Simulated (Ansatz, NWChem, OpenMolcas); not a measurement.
How basis sets differ on SiNH4F (SMILES N[SiH2]F)

The species is SiNH4F (7 atoms), meant as a singlet with charge 0. SMILES: `N[SiH2]F`. Geometry: relaxed at PBE0-D4/def2-TZVP. This is one conformer, not always the lowest.

Each level gives the HOMO–LUMO gap (eV). The values are calculated.

```json
{"level": "HF/ANO-R0 (sfX2C)", "kind": "Hartree–Fock", "program": "OpenMolcas", "value (eV)": "16.26", "CPU time": "1.9 s"}
{"level": "HF/ANO-RCC-MB (DKH2)", "kind": "Hartree–Fock", "program": "OpenMolcas", "value (eV)": "19.87", "CPU time": "3.5 s"}
{"level": "HF/STO-3G", "kind": "Hartree–Fock", "program": "OpenMolcas", "value (eV)": "22.21", "CPU time": "1.2 s"}
{"level": "HF/3-21G", "kind": "Hartree–Fock", "program": "NWChem", "value (eV)": "17.11", "CPU time": "2.2 s"}
{"level": "HF/def2-SVP", "kind": "Hartree–Fock", "program": "Ansatz", "value (eV)": "16.21", "CPU time": "1.4 s"}
{"level": "HF/aug-cc-pVDZ", "kind": "Hartree–Fock", "program": "OpenMolcas", "value (eV)": "12.71", "CPU time": "12 s"}
```

The values span 12.71 to 22.21 eV. A Hartree–Fock LUMO above zero doesn't converge with the basis: it sinks as sets grow more diffuse. Orbital gaps aren't excitation energies. Times are those of the runs behind each value, whatever else they computed, on shared processors of several kinds: orders of magnitude only.
